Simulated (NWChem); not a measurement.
System: chlorine (Cl$_{2}$); SMILES ClCl

The following NWChem deck was run.

```
start job
memory heap 200 mb stack 900 mb global 1100 mb
geometry units angstroms noautosym nocenter noautoz
  Cl     0.000000     0.000000     1.021525
  Cl     0.000000     0.000000    -1.021525
end
basis spherical
  * library def2-svp
end
dft
  xc b3lyp
  iterations 150
end
cosmo
  dielec 7.6
end
task dft energy
```

Structure relaxed at the B3LYP/6-31G* (spherical d) level.

Level: B3LYP/def2-SVP with COSMO at NWChem's default radii, gas-phase geometry; the question gives the dielectric constant.

Problem. Predict the main results of this run. (B3LYP/def2-SVP, COSMO on the gas-phase geometry.) Quantities: electrostatic solvation energy (kcal/mol).

Solution. 
| Item | Result |
|---|---|
| electrostatic solvation energy (kcal/mol) | -0.7 |
